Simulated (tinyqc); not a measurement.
Inside a calculation. Method: extended Hueckel theory, for CO. One step of it, computed by the program tinyqc.

Question. Wolfsberg-Helmholz matrix. H_ij = K' S_ij (H_ii + H_jj)/2 for i != j (the diagonal keeps H_ii), with K' = 1.75.

overlap S, lower triangle:
```
            1C 2s    1C 2px    1C 2py     1C 2pz     2O 2s    2O 2px    2O 2py    2O 2pz
1C 2s    1.000000
1C 2px   0.000000  1.000000
1C 2py   0.000000  0.000000  1.000000
1C 2pz   0.000000  0.000000  0.000000   1.000000
2O 2s    0.388417  0.000000  0.000000   0.471315  1.000000
2O 2px   0.000000  0.226839  0.000000   0.000000  0.000000  1.000000
2O 2py   0.000000  0.000000  0.226839   0.000000  0.000000  0.000000  1.000000
2O 2pz  -0.314644  0.000000  0.000000  -0.304436  0.000000  0.000000  0.000000  1.000000
```

diagonal H_ii (eV): 1C 2s -21.400000, 1C 2px -11.400000, 1C 2py -11.400000, 1C 2pz -11.400000, 2O 2s -32.300000, 2O 2px -14.800000, 2O 2py -14.800000, 2O 2pz -14.800000

K = 1.750000

Give: H.

Answer.

H (eV), lower triangle:
```
           1C 2s    1C 2px    1C 2py    1C 2pz     2O 2s    2O 2px    2O 2py    2O 2pz
1C 2s   -21.4000
1C 2px    0.0000  -11.4000
1C 2py    0.0000    0.0000  -11.4000
1C 2pz    0.0000    0.0000    0.0000  -11.4000
2O 2s   -18.2507    0.0000    0.0000  -18.0219  -32.3000
2O 2px    0.0000   -5.2003    0.0000    0.0000    0.0000  -14.8000
2O 2py    0.0000    0.0000   -5.2003    0.0000    0.0000    0.0000  -14.8000
2O 2pz    9.9664    0.0000    0.0000    6.9792    0.0000    0.0000    0.0000  -14.8000
```
